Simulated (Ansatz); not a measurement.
# SO− (doublet): energies up the ladder

Wanted for SO− (doublet): energies up the ladder. Charge -1. Spin multiplicity 2.

Method: the levels named in each step, in Ansatz 0.2.0.

### 1 The starting structure

Bond lengths: O1–S2 1.467 Å.

Coordinates:

```xyz
2

O     0.0000    0.0000    0.0000
S     0.0000    0.0000    1.4672
```

### 2 A rough first relaxation, PBE-D4/def2-SVPD

Contents of input.yaml:

```yaml
crystal:
  periodic: [false, false, false]
  atoms:
    - { symbol: O, position_ang: [0.0, 0.0, 0.0] }
    - { symbol: S, position_ang: [0.0, 0.0, 1.46725] }
magnetization:
  spin_polarized: true
  initial_magnetization: 1
total_charge: -1
basis:
  gaussian: { orbitals: def2-SVPD }
hamiltonian:
  xc: pbe
  dispersion: d4
relax:
  f_tol: 0.03
  max_steps: 200
```

On the command line:

```console
$ ansatz run input.yaml --threads 2 --pin off --max-ram 5120MiB --backend cpu --events-out ev --progress --plain --runs-dir out
```

After this run come: Relaxation, PBE0-D4/def2-TZVPPD; Frequencies, PBE0-D4/def2-TZVPPD; Single point, PBE-D4/def2-TZVPPD; Single point, r2SCAN-D4/def2-TZVPPD; Single point, B3LYP-D4/def2-TZVPPD; Single point, wB97M-V/def2-TZVPPD; Single point, B2PLYP/def2-TZVPPD; Single point, LDA/def2-TZVPPD; Single point, PBE0-D4/def2-SVPD; Single point, PBE-D4/def2-SVPD; Single point, CCSD(T)/def2-TZVPPD; Single point, CCSD(T)/def2-QZVPPD.

Q: Predict the outcome of this session. Wanted: O1–S2 at PBE0-D4/def2-TZVPPD; frequencies at PBE0-D4/def2-TZVPPD; energy at CCSD(T)/CBS.

The runs gave:

| quantity | value |
| --- | --- |
| O1–S2 at PBE0-D4/def2-TZVPPD | 1.563 Å |
| frequencies at PBE0-D4/def2-TZVPPD | 945 cm⁻¹ |
| energy at CCSD(T)/CBS | -12868.841 eV |

No mode is imaginary, so the geometry is a minimum. These totals serve in differences with atoms or fragments at the same level; alone they don't rank the methods.
